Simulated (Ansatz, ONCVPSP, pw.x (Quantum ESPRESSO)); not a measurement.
## What a changed setting does to a pw.x run (bcc W)

Potential: optimised norm-conserving Vanderbilt (ONCV), ONCVPSP 4.0.1.1 (patched build), PBEsol; core [Xe] 4f14, reference 5d4 6s1.5 6p0.5; waves: 6s: rc 2.65 bohr, ncon 5, nbas 8, qcut 2 1/bohr, 2 projectors, debl 3.5 Ha; 6p: rc 2.85 bohr, ncon 5, nbas 9, qcut 2.3 1/bohr, 2 projectors, debl 2.1 Ha; 5d: rc 1.70 bohr, ncon 4, nbas 8, qcut 8.1 1/bohr, 1 projector; local part: polynomial inside 1.65 bohr (lpopt 5, dvloc0 4 Ha); core correction: none.

The reference run (k-mesh 15³, cutoffs 55/220 Ry, Fermi–Dirac 0.01 Ry, mixing_beta 0.4, conv_thr 1e-9, no spin) gives -3.25 GPa at 15.687 Å³/atom, where all-electron LAPW gives 0.22 GPa. This run, with its own iteration cap, changes smearing to mv.

```
&control
  calculation='scf', prefix='x', pseudo_dir='./', outdir='./tmp', tstress=.true., disk_io='none'
/
&system
  ibrav=0, nat=1, ntyp=1, ecutwfc=55, ecutrho=220, nbnd=10,
  occupations='smearing', smearing='mv', degauss=0.01
/
&electrons
  conv_thr=1e-09, mixing_beta=0.4, electron_maxstep=60
/
ATOMIC_SPECIES
W 1.0 W.UPF
CELL_PARAMETERS angstrom
  -1.57698163 1.57698163 1.57698163
  1.57698163 -1.57698163 1.57698163
  1.57698163 1.57698163 -1.57698163
ATOMIC_POSITIONS crystal
W 0.0000 0.0000 0.0000
K_POINTS automatic
15 15 15 0 0 0
```

```bash
pw.x < W.scf.in > W.scf.out
```

Problem. How does the run end?

Solution. It converges in 9 iterations; the free energy moves by +14.8 meV/atom and the pressure by +0.06 GPa. This scheme is built to cancel the term in the square of the width that Fermi–Dirac smearing leaves in the F of a metal.

```
Message from routine setup:
     using ibrav=0 with symmetry is DISCOURAGED, use correct ibrav instead
     lattice parameter (alat)  =       5.1616  a.u.
     unit-cell volume          =     105.8611 (a.u.)^3
     number of electrons       =         6.00
     number of Kohn-Sham states=           10
     kinetic-energy cutoff     =      55.0000  Ry
     charge density cutoff     =     220.0000  Ry
     scf convergence threshold =      1.0E-09
     Exchange-correlation= PBESOL
     number of k points=   120  Marzari-Vanderbilt smearing, width (Ry)=  0.0100
     iteration #  1     ecut=    55.00 Ry     beta= 0.40
     total energy              =     -15.52799398 Ry
     estimated scf accuracy    <       0.05643262 Ry
     iteration #  2     ecut=    55.00 Ry     beta= 0.40
     total energy              =     -15.52479805 Ry
     estimated scf accuracy    <       0.01185971 Ry
     iteration #  3     ecut=    55.00 Ry     beta= 0.40
     total energy              =     -15.52649549 Ry
     estimated scf accuracy    <       0.00022919 Ry
     iteration #  4     ecut=    55.00 Ry     beta= 0.40
     c_bands:  1 eigenvalues not converged
     total energy              =     -15.52650192 Ry
     estimated scf accuracy    <       0.00011403 Ry
     iteration #  5     ecut=    55.00 Ry     beta= 0.40
     total energy              =     -15.52652043 Ry
     estimated scf accuracy    <       0.00000266 Ry
     iteration #  6     ecut=    55.00 Ry     beta= 0.40
     total energy              =     -15.52652119 Ry
     estimated scf accuracy    <       0.00000002 Ry
     iteration #  7     ecut=    55.00 Ry     beta= 0.40
     total energy              =     -15.52652118 Ry
     estimated scf accuracy    <       0.00000007 Ry
     iteration #  8     ecut=    55.00 Ry     beta= 0.40
     total energy              =     -15.52652119 Ry
     estimated scf accuracy    <          1.5E-09 Ry
     iteration #  9     ecut=    55.00 Ry     beta= 0.40
     the Fermi energy is    15.5307 ev
!    total energy              =     -15.52652119 Ry
     estimated scf accuracy    <          1.4E-11 Ry
     smearing contrib. (-TS)   =       0.00003566 Ry
     The total energy is F=E-TS. E is the sum of the following terms:
     one-electron contribution =      10.39180450 Ry
     hartree contribution      =       0.13739390 Ry
     xc contribution           =      -4.07427576 Ry
     ewald contribution        =     -21.98147950 Ry
     convergence has been achieved in   9 iterations
          total   stress  (Ry/bohr**3)                   (kbar)     P=      -31.88
     Message from routine punch:
     Nothing written, as per user request (disk_io='none')
```

The run took about 8.3 s on one core of a shared host (Neoverse-V2, 32 threads, 247 GiB, load 28).
